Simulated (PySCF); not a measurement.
Gas-phase reaction: 2 Al(CH₃)₂NH₂ + Al₂H₆ + 2 CH₃NH₂ → 4 AlH₃.NH₃ + 2 C₃H₄ (allene)

Method: PySCF energies plus ideal-gas RRHO corrections (1 bar). † marks an energy on the PBE0/def2-TZVP geometry and frequencies; other levels use their own. 6-31G* has spherical d functions here. All species are closed-shell singlets. B3LYP is the form with VWN-RPA correlation. Adducts (AlH₃.NH₃) have no counterpoise correction, and HF, PBE, BLYP, B3LYP and PBE0 lack dispersion. Methyl groups turn as free rotors in Al(CH₃)₂NH₂. Al(CH₃)₂NH₂, Al₂H₆, AlH₃.NH₃: computed as isolated molecules; such fragments, hydroxides, amides, oligomers or adducts are transient or little studied in the gas. The harmonic model lacks anharmonicity and excited electronic states, which grow with temperature; levels with a mode under 35 cm⁻¹ are left out. Internal rotation in CH₃NH₂ is treated as a harmonic vibration of one conformer, which makes the entropy rough.

```
level               ΔE electronic, kJ  ΔH°(298 K), kJ  ΔS°(298 K), J/K  ΔG°(1800 K), kJ
------------------  -----------------  --------------  ---------------  ---------------
B3LYP/6-31G*                      433             388              122              127
HF/6-31G*                         416             370              127              102
HF/def2-TZVP†                     420             376              120              121
PBE/def2-SVP                      446             401              120              145
PBE/def2-TZVP†                    491             446              120              191
PBE0/def2-QZVP†                   529             484              120              230
PBE0/def2-SVP†                    483             438              120              184
PBE0/def2-TZVP                    518             473              120              218
r2SCAN/def2-TZVP†                 504             460              120              205
LDA/def2-TZVP†                    539             494              120              240
ωB97M-V/def2-TZVP†                494             449              120              195
```
ΔH° is lowest at HF/6-31G* and highest at LDA/def2-TZVP†. No reference value is set beside these.
